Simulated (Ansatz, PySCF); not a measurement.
Gas-phase reaction in SMILES: CO (CH4O) [methanol] → CO (CH4O) as doublet, charge +1 + e-

Quantity: adiabatic ionisation energy (0 K, with zero-point energies), in eV. Terms: UHF or UKS for open shells; no spin-orbit coupling; six Cartesian d functions in 6-31G* and its kin unless marked 5d; frozen cores in correlated levels; dispersion terms only where a functional's name holds one; 6-311+G** with 5d; non-relativistic. Basis-set limits of correlation are two-point, X^-3; Hartree-Fock from the larger set. The bracket is a focal-point correction in the basis named. Ab initio and DFT rows: single points at B3LYP-D3(BJ) geometries (Ansatz, an electronic-structure program), with unscaled harmonic terms from B3LYP/6-31G* at its own minima.

Measured values: CCCBDB table in ASE; they hold spin-orbit and core effects. 

Value to compare with, the measured value: 10.84 eV.

| level | program | adiabatic ionisation energy (0 K, with zero-point energies) (eV) | error |
|---|---|---|---|
| HF/3-21G | Ansatz | 9.47 | -1.37 |
| BP86/6-31G* (5d) | PySCF | 10.18 | -0.66 |
| B3LYP/6-31G* | Ansatz | 10.33 | -0.51 |
| B3LYP/def2-SVP | Ansatz | 10.33 | -0.51 |
| M06-2X/6-31G* (5d) | PySCF | 10.53 | -0.31 |
| MP2/6-311+G** | Ansatz | 10.93 | 0.09 |
| PBE/def2-TZVPD | Ansatz | 10.34 | -0.50 |
| RI-MP2/CBS(aug-cc-pVTZ,aug-cc-pVQZ)+[CCSD(T)-MP2]/aug-cc-pVTZ | Ansatz | 10.92 | 0.08 |

Among the 6 habitual levels, HF/3-21G lies farthest from the measured value (-1.37 eV) and MP2/6-311+G** nearest (0.09); 1 of 6 lie above it, and their mean absolute error is 0.58 eV, the median 0.51. One case shows no general order.

The levels are drawn from those run, B3LYP/6-31G* more often than the rest, none by its result; runs whose electronic state is in doubt are left out.
